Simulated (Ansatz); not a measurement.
Process, species as SMILES: C#N (CH-N) → [C-]#[NH+] (C-NH)
B3LYP-D3(BJ)/def2-TZVP geometries, fixed; electronic energies without zero-point terms.

Energies in hartree at wB97M-V with Ansatz (an electronic-structure program); the isomerisation energy is their sum with the coefficients shown, times 627.509 kcal/mol a hartree. All functions are spherical. The program fits the integrals of some runs and decomposes those of others, by size. The functional holds VV10 correlation; no added dispersion term, no relativity.

| species | coefficient | part | cc-pVDZ | cc-pVTZ | cc-pVQZ |
|---|---|---|---|---|---|
| C#N (CH-N) | -1 | wB97M-V | -93.39924 | -93.42881 | -93.43614 |
| [C-]#[NH+] (C-NH) | +1 | wB97M-V | -93.37814 | -93.40864 | -93.41636 |

Q: Predict the isomerisation energy in cc-pV5Z (X = 5): let each wB97M-V step shrink by the ratio of the last two. Compare with the run.

A: 
- C#N (CH-N): steps -0.02957 and -0.00733, ratio 0.248, so wB97M-V -93.43796 (run: -93.43777).
- [C-]#[NH+] (C-NH): steps -0.03050 and -0.00772, ratio 0.253, so wB97M-V -93.41831 (run: -93.41815).
Predicted 12.33 kcal/mol; the run in cc-pV5Z gives 12.31, a miss of 0.02. Keeping the value in cc-pVQZ, 12.41, would miss by 0.10. All sums are of the energies as printed.
